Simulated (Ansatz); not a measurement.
A nudged elastic band was laid between two geometries of C2H7B + H2 (12 atoms, charge 0, multiplicity 1).

Level of theory: RKS B3LYP-D4/6-31G* (Ansatz 0.2.0).

```yaml
movable_images: 5
climbing_image: yes
spring: 5.0 eV/Å²
optimiser: quadratic models (default)
start_path: through a guess of the saddle point
force_threshold: 0.05 eV/Å
iteration_limit: 60
end_points: relaxed
```

Initial state:

```xyz
12
Properties=species:S:1:pos:R:3
B 0.107 0.334 0.243
C 0.124 0.420 1.809
H -0.732 -0.074 2.284
H 1.052 0.079 2.281
H 0.015 1.491 2.059
C 1.397 0.163 -0.634
H 1.390 -0.873 -1.013
H 1.387 0.794 -1.531
H 2.344 0.305 -0.101
H -0.953 0.421 -0.320
H -0.563 -2.962 0.322
H -0.445 -2.669 0.994
```

Final state:

```xyz
12
Properties=species:S:1:pos:R:3
B -0.126 -0.424 -0.735
C 0.005 -0.220 2.459
H -0.490 -0.220 3.435
H 1.087 -0.306 2.595
H -0.226 0.713 1.938
C 1.382 -0.039 -0.856
H 2.073 -0.759 -0.403
H 1.596 -0.057 -1.942
H 1.628 0.973 -0.516
H -0.984 0.412 -0.772
H -0.465 -1.572 -0.689
H -0.357 -1.073 1.877
```

(1) What changes between the two ends?

(2) Give the energies along the band, and the barrier.

(3) What is the geometry of the highest image?

(4) What are the harmonic wavenumbers there?

The band took 13 iterations and roughly 70 core-seconds.

Results:

(1) Bonds broken: B1–C2, H11–H12. Bonds formed: B1–H11, C2–H12. C2H7B + H2 becomes CH4 + CH5B.

(2) It converged. The highest image is number 3 of 0 to 6, 1.02 eV above the first end and 1.29 eV above the last; the last end lies 0.27 eV below the first. A vibrational analysis at the climbing image gives one clearly imaginary mode, 1149i cm⁻¹: a first-order saddle point. The orbitals stay closed-shell, which can raise the energy where a bond breaks towards radicals; this wasn't checked here.

```
image  path coordinate (Å)  energy (eV)  B1–C2 (Å)  H11–H12 (Å)  B1–H11 (Å)
    0                 0.00         0.00       1.57         0.74        3.36
    1                 1.34         0.02       1.57         0.74        3.01
    2                 2.68         0.08       1.58         0.74        2.37
    3                 4.02         1.02       1.78         1.07        1.29
    4                 4.84         0.00       2.39         1.74        1.20
    5                 5.66        -0.25       2.94         2.26        1.20
    6                 6.49        -0.27       3.20         2.62        1.20
```

(3) 
```xyz
12
Properties=species:S:1:pos:R:3
B -0.086 -0.225 0.107
C 0.106 -0.156 1.875
H -0.790 -0.275 2.492
H 0.926 -0.746 2.298
H 0.399 0.896 1.915
C 1.332 -0.021 -0.598
H 2.092 -0.735 -0.256
H 1.261 -0.118 -1.688
H 1.722 0.985 -0.392
H -1.055 0.432 -0.137
H -0.491 -1.429 -0.123
H -0.291 -1.181 0.900
```

(4) 1149i, 178, 212, 288, 592, 670, 748, 859, 905, 1002, 1018, 1081, 1138, 1179, 1252, 1346, 1386, 1504, 1515, 1523, 1529, 2181, 2443, 2642, 3030, 3060, 3086, 3102, 3139, 3151 cm⁻¹.

Time of the run: 66 s on 1 thread of AMD EPYC 9R45 96-Core Processor (Zen 5), with other jobs on the host, peak memory 0.14 GiB.
